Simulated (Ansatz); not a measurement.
Molecule: SiH$_{3}$, charge 0, multiplicity 2. 
Coordinates optimised at B3LYP-D3(BJ)/def2-TZVP (Ansatz, a first-principles code):
SMILES: [SiH3]
```xyz
4

Si    -0.0021     0.0010     0.0803
H      0.0008     1.4066    -0.3921
H      1.2360    -0.7020    -0.3341
H     -1.2075    -0.7183    -0.3975
```
Charge 0, spin multiplicity 2.

Question: Give the harmonic wavenumbers at B3LYP-D3(BJ)/def2-TZVP (Ansatz, finite differences of forces, unscaled).

Answer: 769, 937, 938, 2195, 2234, 2234 cm⁻¹. Zero-point energy 13.3 kcal/mol.

Question: From these and the geometry, give the ideal-gas thermochemistry at 298.15 K and 1 atm (rigid rotor, harmonic oscillator).

Answer: Point group C3v, rotational symmetry number 3. Rotational constants 141.3, 141.3, 83.91 GHz. S(trans) 36.24, S(rot) 13.73, S(vib) 0.48, S(elec, spin only) 1.38, S 51.8 cal/(mol K). H(298) - H(0) 2.48 kcal/mol; G - E(el) 0.3 kcal/mol.
